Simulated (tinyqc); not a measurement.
Inside a calculation. Method: CCD on RHF in the sto-3g basis, frozen core, for LiH, spin multiplicity 1. Computed by tinyqc, a small Python program that keeps every step (integrals from PySCF). Settings: charge = 0, multiplicity = 1, basis = sto-3g, method = RHF, frozen orbitals = 1, energy threshold = 1e-10, iteration cap = 69, orthogonalisation = symmetric, start = core, DIIS depth = 6, amplitude equations = CCD, DIIS depth for amplitudes = 0, cap on updates = 67. Command: `OMP_NUM_THREADS=1 python tinyqc.py 24176 24177 out.jsonl` (the two numbers bound the seeds that draw the settings). One thread of a shared host (Intel(R) Xeon(R) Processor @ 2.60GHz), about 0.08 s of CPU time with the checks. The early iterations of the SCF are left out here.

## One-electron integrals

Geometry (angstrom):
```
atom       x       y       z
Li    0.0000  0.0000  0.0000
H     0.0000  0.0000  1.4800
```

Basis sto-3g: exponents (1/bohr^2) and contraction coefficients of normalised primitives:
```
element  l (shell)  exponent  coefficient
Li           s (1)   16.1196       0.1543
Li           s (1)    2.9362       0.5353
Li           s (1)    0.7947       0.4446
Li           s (2)    0.6363      -0.1000
Li           s (2)    0.1479       0.3995
Li           s (2)    0.0481       0.7001
Li           p (3)    0.6363       0.1559
Li           p (3)    0.1479       0.6077
Li           p (3)    0.0481       0.3920
H            s (1)    3.4253       0.1543
H            s (1)    0.6239       0.5353
H            s (1)    0.1689       0.4446
```

Overlap, kinetic and nuclear-attraction integrals over the contracted functions; the nuclear repulsion is the sum of Za Zb / Rab.

nuclear repulsion = 1.072657 hartree

overlap S, lower triangle:
```
         1Li 1s  1Li 2s  1Li 2px  1Li 2py  1Li 2pz   2H 1s
1Li 1s   1.0000
1Li 2s   0.2411  1.0000
1Li 2px  0.0000  0.0000   1.0000
1Li 2py  0.0000  0.0000   0.0000   1.0000
1Li 2pz  0.0000  0.0000   0.0000   0.0000   1.0000
2H 1s    0.0858  0.4253   0.0000   0.0000   0.5332  1.0000
```

kinetic energy T (hartree), lower triangle:
```
          1Li 1s  1Li 2s  1Li 2px  1Li 2py  1Li 2pz   2H 1s
1Li 1s    3.5768
1Li 2s   -0.0202  0.1022
1Li 2px   0.0000  0.0000   0.3197
1Li 2py   0.0000  0.0000   0.0000   0.3197
1Li 2pz   0.0000  0.0000   0.0000   0.0000   0.3197
2H 1s    -0.0173  0.0504   0.0000   0.0000   0.1478  0.7600
```

nuclear attraction V (hartree), lower triangle:
```
          1Li 1s   1Li 2s  1Li 2px  1Li 2py  1Li 2pz    2H 1s
1Li 1s   -8.3404
1Li 2s   -1.0505  -1.5114
1Li 2px   0.0000   0.0000  -1.4670
1Li 2py   0.0000   0.0000   0.0000  -1.4670
1Li 2pz  -0.0188  -0.1285   0.0000   0.0000  -1.5702
2H 1s    -0.3752  -0.8209   0.0000   0.0000  -1.0449  -2.2945
```

core Hamiltonian H = T + V (hartree), lower triangle:
```
          1Li 1s   1Li 2s  1Li 2px  1Li 2py  1Li 2pz    2H 1s
1Li 1s   -4.7636
1Li 2s   -1.0708  -1.4092
1Li 2px   0.0000   0.0000  -1.1473
1Li 2py   0.0000   0.0000   0.0000  -1.1473
1Li 2pz  -0.0188  -0.1285   0.0000   0.0000  -1.2505
2H 1s    -0.3924  -0.7704   0.0000   0.0000  -0.8971  -1.5345
```

## Two-electron integrals

Functions are numbered as in S; the eight-fold symmetry (ij|kl) = (ji|kl) = (kl|ij) leaves the list below.

Two-electron integrals (ij|kl) in chemists' order, unique and non-zero (hartree):
```
(11|11) 1.6804   (21|11) 0.2654   (21|21) 0.0499   (22|11) 0.3977
(22|21) 0.0929   (22|22) 0.2906   (31|31) 0.0090   (32|31) 0.0138
(32|32) 0.0642   (33|11) 0.3966   (33|21) 0.0929   (33|22) 0.2905
(33|33) 0.3129   (41|41) 0.0090   (42|41) 0.0138   (42|42) 0.0642
(43|43) 0.0169   (44|11) 0.3966   (44|21) 0.0929   (44|22) 0.2905
(44|33) 0.2792   (44|44) 0.3129   (51|51) 0.0090   (52|51) 0.0138
(52|52) 0.0642   (53|53) 0.0169   (54|54) 0.0169   (55|11) 0.3966
(55|21) 0.0929   (55|22) 0.2905   (55|33) 0.2792   (55|44) 0.2792
(55|55) 0.3129   (61|11) 0.0924   (61|21) 0.0174   (61|22) 0.0329
(61|33) 0.0325   (61|44) 0.0325   (61|51) 0.0021   (61|52) 0.0039
(61|55) 0.0337   (61|61) 0.0067   (62|11) 0.1704   (62|21) 0.0400
(62|22) 0.1273   (62|33) 0.1213   (62|44) 0.1213   (62|51) 0.0066
(62|52) 0.0359   (62|55) 0.1390   (62|61) 0.0166   (62|62) 0.0860
(63|31) 0.0037   (63|32) 0.0158   (63|53) 0.0059   (63|63) 0.0071
(64|41) 0.0037   (64|42) 0.0158   (64|54) 0.0059   (64|64) 0.0071
(65|11) 0.1984   (65|21) 0.0472   (65|22) 0.1561   (65|33) 0.1459
(65|44) 0.1459   (65|51) 0.0103   (65|52) 0.0549   (65|55) 0.1764
(65|61) 0.0205   (65|62) 0.1167   (65|65) 0.1617   (66|11) 0.3553
(66|21) 0.0851   (66|22) 0.2923   (66|33) 0.2676   (66|44) 0.2676
(66|51) 0.0173   (66|52) 0.1091   (66|55) 0.3413   (66|61) 0.0373
(66|62) 0.2410   (66|65) 0.3415   (66|66) 0.7746
```

## Orthogonalisation

S = U s U^T; symmetric (Loewdin) form X = U s^(-1/2) U^T, so that X^T S X = 1.

eigenvalues of S: 0.3146  0.7974  1.0000  1.0000  1.1646  1.7235

X, lower triangle:
```
          1Li 1s   1Li 2s  1Li 2px  1Li 2py  1Li 2pz   2H 1s
1Li 1s    1.0230
1Li 2s   -0.1259   1.1293
1Li 2px   0.0000   0.0000   1.0000
1Li 2py   0.0000   0.0000   0.0000   1.0000
1Li 2pz  -0.0009   0.1331   0.0000   0.0000   1.1664
2H 1s    -0.0029  -0.3130   0.0000   0.0000  -0.3919  1.2725
```

## Iteration 7 (converged): orbitals

converged F (hartree), lower triangle:
```
          1Li 1s   1Li 2s  1Li 2px  1Li 2py  1Li 2pz    2H 1s
1Li 1s   -2.3438
1Li 2s   -0.6400  -0.2322
1Li 2px   0.0000   0.0000   0.1637
1Li 2py   0.0000   0.0000   0.0000   0.1637
1Li 2pz   0.0133  -0.1136   0.0000   0.0000  -0.0125
2H 1s    -0.2334  -0.2882   0.0000   0.0000  -0.2424  -0.1748
```

Diagonalise F' = X^T F X, C = X C', fill 2 alpha and 2 beta electrons from the bottom; D = 2 C_occ C_occ^T. Each column has its largest component positive (the first on a tie).

F' = X^T F X (hartree), lower triangle:
```
         1        2       3       4        5       6
1  -2.2904
2  -0.3466   0.0023
3   0.0000   0.0000  0.1637
4   0.0000   0.0000  0.0000  0.1637
5   0.0315   0.0283  0.0000  0.0000   0.1684
6  -0.0658  -0.2920  0.0000  0.0000  -0.3312  0.1363
```

orbital energies (hartree): MO1 -2.3466, MO2 -0.2952, MO3 0.0791, MO4 0.1637, MO5 0.1637, MO6 0.5792

coefficients C:
```
             MO1      MO2      MO3     MO4      MO5      MO6
1Li 1s    0.9911  -0.1762  -0.2084  0.0000   0.0000   0.0751
1Li 2s    0.0318   0.4441   0.8020  0.0000   0.0000  -0.7520
1Li 2px   0.0000   0.0000   0.0000  0.0194   0.9998   0.0000
1Li 2py   0.0000   0.0000   0.0000  0.9998  -0.0194   0.0000
1Li 2pz  -0.0074   0.3502  -0.6128  0.0000   0.0000  -1.0167
2H 1s     0.0077   0.5432  -0.1327  0.0000   0.0000   1.2482
```

D after iteration 7, lower triangle:
```
          1Li 1s  1Li 2s  1Li 2px  1Li 2py  1Li 2pz   2H 1s
1Li 1s    2.0266
1Li 2s   -0.0935  0.3965
1Li 2px   0.0000  0.0000   0.0000
1Li 2py   0.0000  0.0000   0.0000   0.0000
1Li 2pz  -0.1381  0.3106   0.0000   0.0000   0.2454
2H 1s    -0.1763  0.4830   0.0000   0.0000   0.3804  0.5903
```

Within a degenerate level the vectors are fixed only up to a rotation; this is one choice.

## Convergence

Stop when the energy changes by less than 1e-10 hartree and every element of the error matrix X^T (F D S - S D F) X is below 3e-06.

Course of the cycle:
```
iteration  E (hartree)     change  largest element of the error matrix
1            -7.811796          -                             1.81e-01
2            -7.862219  -5.04e-02                             2.26e-02
3            -7.863072  -8.52e-04                             4.36e-03
4            -7.863169  -9.73e-05                             1.28e-03
5            -7.863179  -1.00e-05                             2.48e-05
6            -7.863179  -2.41e-09                             1.49e-06
7            -7.863179  -1.74e-12                             4.72e-08
```

PySCF RHF in the same basis = -7.863179 hartree

Converged in 7 iterations.

## Integrals over molecular orbitals

(pq|rs) = sum C_ip C_jq C_kr C_ls (ij|kl), one index at a time.

one-electron integrals over orbitals h = C^T H C (hartree), lower triangle:
```
         1        2        3        4        5        6
1  -4.7540
2   0.1105  -1.5402
3   0.1684   0.0361  -1.1340
4   0.0000   0.0000   0.0000  -1.1473
5   0.0000   0.0000   0.0000   0.0000  -1.1473
6  -0.0235  -0.0899   0.0327   0.0000   0.0000  -0.9302
```

Two-electron integrals over orbitals (pq|rs), unique and non-zero (hartree); the lowest 1 orbital is frozen and left out:
```
(22|22) 0.4957    (32|22) -0.0466   (32|32) 0.0120    (33|22) 0.2273
(33|32) 0.0059    (33|33) 0.3390    (42|42) 0.0241    (43|42) 0.0192
(43|43) 0.0413    (44|22) 0.2761    (44|32) 0.0045    (44|33) 0.2823
(44|44) 0.3129    (52|52) 0.0241    (53|52) 0.0192    (53|53) 0.0413
(54|54) 0.0169    (55|22) 0.2761    (55|32) 0.0045    (55|33) 0.2823
(55|44) 0.2792    (55|55) 0.3129    (62|22) 0.1334    (62|32) -0.0333
(62|33) -0.0088   (62|44) -0.0098   (62|55) -0.0098   (62|62) 0.1228
(63|22) -0.0509   (63|32) 0.0083    (63|33) 0.0361    (63|44) 0.0013
(63|55) 0.0013    (63|62) -0.0309   (63|63) 0.0263    (64|42) -0.0195
(64|43) -0.0139   (64|64) 0.0194    (65|52) -0.0195   (65|53) -0.0139
(65|65) 0.0194    (66|22) 0.4579    (66|32) -0.0419   (66|33) 0.2421
(66|44) 0.2695    (66|55) 0.2695    (66|62) 0.1417    (66|63) -0.0434
(66|66) 0.4567
```

## CCD: starting amplitudes

t_ij^ab = <ij||ab> / (e_i + e_j - e_a - e_b), whose energy is MP2.

Starting amplitudes (spin orbitals 1a, 1b, ...; amplitudes related by a flip of all spins are not repeated):
```
from      to        t
2a 2b  6a 6b  -0.0702
2a 2b  3a 6b   0.0267
2a 2b  5a 5b  -0.0263
2a 2b  4a 4b  -0.0263
2a 2b  3a 3b  -0.0160
```

correlation energy = -0.011855 hartree

## CCD: amplitude update 1

t_ij^ab D_ij^ab are set to the remaining terms of the spin-orbital equations, evaluated with the old amplitudes; for the doubles these are <ij||ab> + 1/2 <ab||ef> t_ij^ef + 1/2 <mn||ij> t_mn^ab + P(ij)P(ab) <mb||ej> t_im^ae + terms in t^2, D the orbital-energy denominators.

Amplitudes after update 1 (spin orbitals 1a, 1b, ...; amplitudes related by a flip of all spins are not repeated):
```
from      to        t
2a 2b  6a 6b  -0.0951
2a 2b  3a 6b   0.0386
2a 2b  5a 5b  -0.0295
2a 2b  4a 4b  -0.0295
2a 2b  3a 3b  -0.0189
```

correlation energy = -0.015903 hartree

## CCD: amplitude update 2

As before.

Amplitudes after update 2 (spin orbitals 1a, 1b, ...; amplitudes related by a flip of all spins are not repeated):
```
from      to        t
2a 2b  6a 6b  -0.1040
2a 2b  3a 6b   0.0436
2a 2b  5a 5b  -0.0292
2a 2b  4a 4b  -0.0292
2a 2b  3a 3b  -0.0211
```

correlation energy = -0.017330 hartree

## CCD: convergence

E_corr = 1/4 sum <ij||ab> t_ij^ab; stop when the norm of the change is below 1e-8.

Course of the amplitude iterations:
```
update  correlation energy (hartree)  norm of the change
0                          -0.011855                   -
1                          -0.015903            6.12e-02
2                          -0.017330            2.30e-02
3                          -0.017847            9.18e-03
4                          -0.018040            3.78e-03
5                          -0.018113            1.59e-03
6                          -0.018142            6.80e-04
7                          -0.018154            2.93e-04
8                          -0.018158            1.27e-04
9                          -0.018160            5.51e-05
10                         -0.018161            2.40e-05
11                         -0.018161            1.05e-05
12                         -0.018161            4.59e-06
13                         -0.018161            2.01e-06
14                         -0.018161            8.77e-07
15                         -0.018161            3.84e-07
16                         -0.018162            1.68e-07
17                         -0.018162            7.35e-08
18                         -0.018162            3.22e-08
19                         -0.018162            1.41e-08
20                         -0.018162            6.16e-09
```

Converged amplitudes (spin orbitals 1a, 1b, ...; amplitudes related by a flip of all spins are not repeated):
```
from      to        t
2a 2b  6a 6b  -0.1090
2a 2b  3a 6b   0.0474
2a 2b  5a 5b  -0.0280
2a 2b  4a 4b  -0.0280
2a 2b  3a 3b  -0.0233
```

CCD total energy = -7.881341 hartree

Converged in 20 updates.
